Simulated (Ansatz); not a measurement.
hcp Ru was calculated with PBEsol in Ansatz (PAW).

Settings: plane-wave cutoff 500 eV, 20×14×1 k mesh (along the axes of the cell as run), Fermi–Dirac smearing 0.1 eV, scalar-relativistic PAW data made under PBE.

### Question
Give the computed surface energy of the (10-10) face and work function of the (10-10) face.

### Answer

surface energy of the (10-10) face: 3.42 J/m²
work function of the (10-10) face: 4.91 eV

The slab of 12 atoms is relaxed and unreconstructed.

The computed numbers hold no vibrational or temperature effects.

Ansatz is an electronic-structure program.
